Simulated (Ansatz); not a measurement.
`[N]=C=O` radical. Total charge 0; spin multiplicity 2.

Z-matrix (Å, degrees):
```
C
N 1 1.222
O 1 1.171 2 180.0
```

**Question.** Give the diagnostics of a CCSD(T)/def2-TZVPP run (frozen core, Ansatz 0.2.0). (Best estimate.)

**Answer.** Computed: T1 = 0.0264, largest single amplitude 0.073, largest double 0.072, (T) share of the correlation energy 4.7 %, 12 CCSD cycles. ⟨S²⟩ of the UHF reference is 0.839 against 0.75 for a pure state. T1 lies under the customary mark of 0.045 for open shells.
